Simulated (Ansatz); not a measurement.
**One shape, several levels: BHF2 (SMILES FBF)**

Aim: a comparison of 6 runs (B2PLYP/STO-3G, HSE06/STO-3G, r2SCAN/STO-3G, MP2/STO-3G, BCCD(T)/STO-3G, UCCSD(T)/STO-3G) of BHF2. 

Program for the calculation: Ansatz 0.2.0.

54 further runs of the same task are left out: 1 that didn't finish, 53 set aside as unsound or not needed.

**1. Starting point**

BHF2: 4 atoms, total charge 0, spin state singlet. SMILES: `FBF`. The F3–B2 distance was set to 2.626 Å, away from the relaxed value. At this shape a bond of the SMILES string is far longer than usual.

Bond lengths: F1–B2 1.313 Å, B2–H4 1.191 Å. Angles: F1–B2–H4 121.0°.

**2. The energy at B2PLYP/STO-3G (run 1)**

The input, input.yaml:

```yaml
crystal:
  periodic: [false, false, false]
  atoms:
    - {symbol: F, position_ang: [2.247780, -0.102790, 0.102191]}
    - {symbol: B, position_ang: [1.091580, -0.590690, 0.489291]}
    - {symbol: F, position_ang: [-1.095400, 0.528700, -0.438900]}
    - {symbol: H, position_ang: [1.036480, -1.514290, 1.239691]}
basis:
  gaussian:
    orbitals: STO-3G
correlation:
  frozen_orbitals: {B: 1, F: 1, H: 0}
accuracy: high
hamiltonian:
  xc: {name: B2PLYP}
```

On the command line:

```
$ ansatz run input.yaml --threads 1 --pin off --max-ram 2610MiB --events-out events.jsonl --progress --plain --runs-dir runs
```

What it wrote:

```text
Warning: RAYON_NUM_THREADS=1 ignored (pool sized by the plan → 1); use --threads N
Functional definition: B2PLYP
  name "B2PLYP"
  parameter a = 0.53
  parameter c = 0.27
  exchange = (1 - a)*b88_x + a*exact_x
  correlation = (1 - c)*lyp_c + c*(mp2_os + mp2_ss)
253 factors; integrals over basis functions are off by at most 3.8e-8 eV
mean field evaluation 1: about -6016.7018 eV, gradient 2.0e1 eV
mean field evaluation 2: about -6016.6920 eV, gradient 2.0e1 eV
mean field evaluation 4: about -5900.8625 eV, gradient 7.5e1 eV
mean field evaluation 8: about -6021.6859 eV, gradient 1.8e1 eV
mean field evaluation 16: about -6024.9211 eV, gradient 1.0e-7 eV
mean field evaluation 32: about -5881.1649 eV, gradient 7.4e1 eV
mean field -6024.92108567 eV, -221.4117660603 hartree, gradient 1.4e-8 eV, S^2 0.000000; 0 other end points of the search recorded, 0 dependent functions left out; unrestricted orbitals would lower it
3 core orbitals not correlated: weight in the atoms' cores, before any rotation towards them, 1.000 or more for the frozen orbitals, at most 0.000 for the correlated occupied ones
reference -6024.92109863 eV, -221.4117665364 hartree; 9, 9 occupied and 4, 4 virtual orbitals, 253 factors
second order -7.15433624 eV of doubles, -0.00000000 eV of singles
Total energy: -6026.85276941 eV, -221.4827541284 hartree
```

Wall time 0.82 s (1 thread of Intel Xeon Platinum 8488C (Sapphire Rapids), shared host); peak memory 0.11 GiB.

**3. The energy at HSE06/STO-3G (run 2)**

The input, molecule.yaml:

```yaml
crystal:
  periodic: [false, false, false]
  atoms:
    - symbol: F
      position_ang: [2.247780, -0.102790, 0.102191]
    - symbol: B
      position_ang: [1.091580, -0.590690, 0.489291]
    - symbol: F
      position_ang: [-1.095400, 0.528700, -0.438900]
    - symbol: H
      position_ang: [1.036480, -1.514290, 1.239691]
basis:
  gaussian:
    orbitals: STO-3G
hamiltonian:
  xc: {name: HSE06}
accuracy: high
```

On the command line:

```
$ ansatz run molecule.yaml --threads 1 --pin off --max-ram 2610MiB --events-out events.jsonl --progress --plain --runs-dir runs
```

What it wrote:

```text
Warning: RAYON_NUM_THREADS=1 ignored (pool sized by the plan → 1); use --threads N
Functional definition: HSE06
  name "HSE06"
  parameter a = 0.25
  parameter omega = 0.11/bohr
  exchange = pbe_x - a*pbe_x_sr(omega) + a*exact_x_sr(omega)
  correlation = pbe_c
253 factors; integrals over basis functions are off by at most 3.8e-8 eV
52 factors; integrals over basis functions are off by at most 5.0e-10 eV
mean field evaluation 1: about -6020.1213 eV, gradient 1.9e1 eV
mean field evaluation 2: about -5649.9210 eV, gradient 6.7e1 eV
mean field evaluation 4: about -6018.7461 eV, gradient 1.7e1 eV
mean field evaluation 8: about -6028.0823 eV, gradient 4.4e-4 eV
mean field -6028.08234134 eV, -221.5279400632 hartree, gradient 9.8e-9 eV, S^2 0.000000; 0 other end points of the search recorded, 0 dependent functions left out
reference -6028.08234261 eV, -221.5279401099 hartree; 12, 12 occupied and 4, 4 virtual orbitals, 253 factors
Total energy: -6028.08234261 eV, -221.5279401099 hartree
```

It took 0.64 s on 1 thread of Intel Xeon Platinum 8488C (Sapphire Rapids), shared host; peak memory 0.11 GiB.

Runs 3 to 5 aren't shown in full; the table further down has their settings and results.

**4. A single-point energy at UCCSD(T)/STO-3G (run 6)**

The input, molecule.yaml:

```yaml
basis:
  gaussian:
    orbitals: STO-3G
crystal:
  periodic: [false, false, false]
  atoms:
    - {symbol: F, position_ang: [2.247780, -0.102790, 0.102191]}
    - {symbol: B, position_ang: [1.091580, -0.590690, 0.489291]}
    - {symbol: F, position_ang: [-1.095400, 0.528700, -0.438900]}
    - {symbol: H, position_ang: [1.036480, -1.514290, 1.239691]}
scf:
  omitted_lower_state_checks: [cluster_reference, increment]
correlation:
  method: ccsd_t
  frozen_orbitals: {B: 1, F: 1, H: 0}
magnetization:
  spin_polarized: true
accuracy: high
```

On the command line:

```
$ ansatz run molecule.yaml --threads 1 --pin off --max-ram 2610MiB --events-out events.jsonl --progress --plain --runs-dir runs
```

What it wrote:

```text
Warning: RAYON_NUM_THREADS=1 ignored (pool sized by the plan → 1); use --threads N
[... 17 lines left out ...]
3 core orbitals not correlated: weight in the atoms' cores, before any rotation towards them, 1.000 or more for the frozen orbitals, at most 0.000 for the correlated occupied ones
[... 83 lines left out ...]
Total energy: -6014.02566932 eV, -221.0113668945 hartree
Checks for a lower state left out: cluster_reference, increment
```

Wall time 0.54 s (1 thread of Intel Xeon Platinum 8488C (Sapphire Rapids), shared host).

**5. All runs side by side**

| run | level | frozen core orbitals | energy (Eh) | wall time |
| --- | --- | --- | --- | --- |
| 1 | B2PLYP/STO-3G | 3 | -221.482754 | 0.82 s |
| 2 | HSE06/STO-3G | – | -221.527940 | 0.64 s |
| 3 | r2SCAN/STO-3G | – | -221.682379 | 1.4 s |
| 4 | MP2/STO-3G | 3 | -220.928073 | 0.12 s |
| 5 | BCCD(T)/STO-3G | 3 | -221.015520 | 0.18 s |
| 6 | UCCSD(T)/STO-3G | 3 | -221.011367 | 0.54 s |

**6. Summary of results**

| quantity | value |
| --- | --- |
| run 6: total energy | -221.01137 Eh |
| run 6: correlation energy (3 core orbitals frozen) | -75.4 mEh |
| run 6: (T) correction | -6.19 mEh |
| run 6: ⟨S²⟩ of the reference determinant | 0.970 |
| run 6: T1 diagnostic | 0.026 |

In words: Totals of different functionals can't be ranked against each other. In runs 1, 4, 5 the log says that unrestricted orbitals would lower the reference, so the values rest on an unstable closed-shell determinant (other closed-shell runs at this shape may share the fault). In runs 1, 2, 3, 4, 5, 6 the basis is minimal, so the values are rough. Spin contamination of the reference: run 6 ⟨S²⟩ = 0.97. Where it is this large, the reference is a mixture of spin states, and values that rest on it are in doubt. All runs together took 3.7 s, the longest 1.4 s.
